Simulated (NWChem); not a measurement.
**Atomisation of diphosphorus (P2)**

```
P
P 1 1.9154
```
Charge 0, spin multiplicity 1.

Everything below was run with NWChem. Structure: optimised with PBE/def2-SVP, a minimum by its harmonic frequencies.

Basis set: def2-TZVP. The atomisation energy is electronic alone: no zero-point, thermal, spin-orbit or counterpoise terms. No value is extrapolated to the basis-set limit. Free atoms are single determinants with multiplicities P 4. Correlated methods freeze the same cores in atoms and molecule, 10 orbitals in all.

B3LYP has NWChem's definition, with VWN1-RPA local correlation. The stability of the SCF solutions was not checked. Open-shell Hartree-Fock references start from PBE0 orbitals. No row is a measurement; the coupled-cluster row has its own basis-set and correlation limits.

```tsv
method	atomisation energy (kcal/mol)
HF	36.7
B3LYP	115.4
PBE	121.6
LDA (SVWN5)	142.9
PBE0	110.9
BP86	124.2
M06-2X	?
TPSS	?
MP2	?
CCSD(T)	104.4
```

**Question.** What belongs in the gaps?

**Answer.** 
- M06-2X, atomisation energy (kcal/mol): 118.1
- TPSS, atomisation energy (kcal/mol): 116.1
- MP2, atomisation energy (kcal/mol): 108.0
